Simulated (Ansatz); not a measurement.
A nudged elastic band was laid between two geometries of BH$_{3}$O (5 atoms, charge 0, multiplicity 1).

Level of theory: RKS PBE-D4/def2-TZVP (Ansatz).

```yaml
movable_images: 5
climbing_image: yes
spring: 5.0 eV/Å²
optimiser: quadratic models (default)
start_path: through a guess of the saddle point
force_threshold: 0.03 eV/Å
iteration_limit: 60
end_points: relaxed
```

Image 0:

```xyz
5
Properties=species:S:1:pos:R:3
B 0.229 -0.078 0.187
H 0.189 -0.112 1.394
O 1.377 -0.373 -0.478
H 2.112 -0.602 0.116
H -0.720 0.213 -0.491
```

Image 6:

```xyz
5
Properties=species:S:1:pos:R:3
B -0.442 0.109 0.114
H 1.167 -0.385 1.396
O 1.015 -0.307 0.439
H 1.847 -0.518 -0.108
H -0.401 0.149 -1.115
```

Problem. What changes between the two ends?

Solution. Bonds broken: B1–H2. Bonds formed: H2–O3.

Problem. What energy profile does the band end with?

Solution. It converged. The highest image is number 5 of 0 to 6, 4.87 eV above the first end and 0.19 eV above the last; the last end lies 4.68 eV above the first. The profile has 2 maxima (images 1, 5) with wells between them (image 2): this band takes more than one step, which may be the mechanism or a detour left from its start path. Neighbouring images differ by up to 2.4 eV, so the band resolves the path poorly. A vibrational analysis at the climbing image gives one clearly imaginary mode, 1037i cm⁻¹: a first-order saddle point. The orbitals stay closed-shell, which can raise the energy where a bond breaks towards radicals; this wasn't checked here.

| image | path coordinate (Å) | energy (eV) | B1–H2 (Å) | H2–O3 (Å) |
| --- | --- | --- | --- | --- |
| 0 | 0.00 | 0.00 | 1.21 | 2.23 |
| 1 | 0.59 | 0.54 | 1.21 | 2.29 |
| 2 | 1.18 | 0.28 | 1.21 | 2.18 |
| 3 | 1.77 | 0.43 | 1.19 | 1.94 |
| 4 | 2.36 | 2.81 | 1.28 | 1.53 |
| 5 | 2.95 | 4.87 | 1.65 | 1.05 |
| 6 | 3.52 | 4.68 | 2.12 | 0.97 |

Problem. What is the geometry of the highest image?

Solution. 
```xyz
5
Properties=species:S:1:pos:R:3
B -0.271 0.140 0.208
H 0.864 -0.352 1.300
O 1.278 -0.074 0.375
H 1.843 -0.692 -0.175
H -0.527 0.026 -0.981
```

The band took 18 iterations and of the order of 60 core-seconds.

The run took 64 s on 1 thread of Intel(R) Xeon(R) Platinum 8488C (Sapphire Rapids), with other jobs on the host, peak memory 0.12 GiB.
